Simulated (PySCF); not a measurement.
CH5N, SMILES CN. Atoms are numbered in the order given.

```xyz
7

C     -0.7067    -0.0174     0.0000
N      0.7492     0.1204     0.0000
H     -1.1149     0.4853     0.8783
H     -1.1149     0.4853    -0.8783
H     -1.0785    -1.0515     0.0000
H      1.1521    -0.3286     0.8136
H      1.1521    -0.3286    -0.8136
```
Charge 0, spin multiplicity 1.

Coordinates come from a B3LYP-D3(BJ)/def2-TZVP optimisation.

The numbers are results of B3LYP/pcJ-1 (PySCF), not measurements.

Isotropic couplings with Fermi-contact, spin-dipole and both spin-orbit terms, one fixed conformer, no vibrational averaging. Isotopes: 13C, 14N, 1H.

Computed spin–spin coupling constants:
| pair | bonds apart | J (Hz) |
|---|---|---|
| C1–N2 | 1 | 2.9 |
| C1–H3 | 1 | 139.3 |
| C1–H4 | 1 | 139.3 |
| C1–H5 | 1 | 133.6 |
| N2–H6 | 1 | 47.1 |
| N2–H7 | 1 | 47.1 |
| C1–H6 | 2 | -2.3 |
| C1–H7 | 2 | -2.3 |
| N2–H3 | 2 | 2.1 |
| N2–H4 | 2 | 2.1 |
| H3–H4 | 2 | -15.3 |
| H3–H5 | 2 | -10.5 |
| H4–H5 | 2 | -10.5 |
| H6–H7 | 2 | -8.9 |
| H3–H6 | 3 | 2.9 |
| H3–H7 | 3 | 17.7 |
| H4–H6 | 3 | 17.7 |
| H4–H7 | 3 | 2.9 |
| H5–H6 | 3 | 2.2 |
| H5–H7 | 3 | 2.2 |
